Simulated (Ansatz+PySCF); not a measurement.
Values are calculated unless marked as measured or tabulated.
Input for PySCF 2.14.0:

```python
from pyscf import gto, scf, cc

mol = gto.M(atom="""
N 0.000000 0.000000 2.112000
S 0.000000 0.000000 0.000000
B 0.000000 0.000000 -2.268000
""", basis='sto-3g', charge=0, spin=0)
mf = scf.RHF(mol)
mf.kernel()
mycc = cc.CCSD(mf, frozen=7).run()
et = mycc.ccsd_t()
print(mf.e_tot, mycc.e_corr, et, mycc.e_tot + et)
```

The script is written out from the run's settings.

Output:

| Quantity | Value |
| --- | --- |
| Converged | yes |
| Reference energy | -470.81181 hartree |
| CCSD correlation energy | -0.19106 hartree |
| Triples correction | -0.04359 hartree |
| Total energy | -471.04646 hartree |
| Spin squared of the determinant | 0.000 |

Caution: large amplitudes, a single reference is doubtful; an unrestricted determinant lies well below.
